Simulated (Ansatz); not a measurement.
One starting cell of GaP (a generated cell, GaP built in the zincblende structure type) was relaxed twice with Ansatz (plane waves, PAW, scalar-relativistic): with r2SCAN at 500 eV and with PBE at 420 eV. The r2SCAN result:

```
CELL_PARAMETERS angstrom
      0.00000     2.72587     2.72587
      2.72587     0.00000     2.72587
      2.72587     2.72587     0.00000
ATOMIC_POSITIONS crystal
  P  0.75000 0.75000 0.75000
  Ga 0.00000 0.00000 0.00000
```

| quantity | r2SCAN | PBE |
|---|---|---|
| space group | F-43m | F-43m |
| volume (Å³/atom) | 20.25 | … |
| a (Å) | 5.452 | … |
| gap (eV, no spin-orbit coupling) | 1.85 | … |

Fill in the PBE column.


- volume (Å³/atom), PBE: 20.87
- a (Å), PBE: 5.506
- gap (eV, no spin-orbit coupling), PBE: 1.58

Both levels end in the same structure; PBE's volume is 3.0 % larger; its gap is 0.27 eV smaller. Neither column is exact.

No spin polarisation in the result.

Measured for GaP: a 5.439 Å (static lattice; corrected from measurement; as listed in Daniel Mejia-Rodriguez, S. B. Trickey, Phys. Rev. B (2018)); gap 2.43 eV (static lattice; corrected from measurement; as listed in Wei Chen et al., Physical Review Materials (2018)). Computed minus measured — a: r2SCAN +0.2 %, PBE +1.2 %; gap: r2SCAN -0.58 eV, PBE -0.85 eV. The computed values are for a static lattice, and a measured gap can be an optical one, lowered by exciton binding.

The run could not lose the symmetry of its start; a randomly shaken copy of 2 atoms returns to this structure.

All atoms sit on sites fixed by symmetry, so only the cell could relax.

Ansatz is an electronic-structure program.
